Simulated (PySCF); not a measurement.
Gas-phase reaction: 4 CH3Cl + 2 C4H6 (butadiene) → 2 CH2Cl2 + 5 C2H4

Energies from PySCF (xtb for GFN2), thermal terms from the rigid-rotor harmonic-oscillator model, ideal gas at 1 bar. The comparison is the NASA 1993 polynomial table, which mixes measured and estimated data. † marks an energy on the PBE0/def2-TZVP geometry and frequencies; other levels use their own. MP2 freezes the core. 6-31G* has spherical d functions here. All species are closed-shell singlets. B3LYP is the form with VWN-RPA correlation. MP2 isn't extrapolated to the basis-set limit.

```csv
level,"ΔH°(298 K), kJ"
table,179.6
B3LYP/def2-TZVP†,___
BLYP/def2-TZVP†,160.3
GFN2-xTB,___
HF/6-31G*,202.0
MP2/def2-TZVPP†,___
PBE/def2-TZVP†,194.9
PBE0/def2-SVP†,___
```

### Question
Some entries are withheld; supply them.

### Answer

- B3LYP/def2-TZVP†, ΔH°(298 K), kJ: 175.9
- GFN2-xTB, ΔH°(298 K), kJ: 244.6
- MP2/def2-TZVPP†, ΔH°(298 K), kJ: 195.6
- PBE0/def2-SVP†, ΔH°(298 K), kJ: 220.1
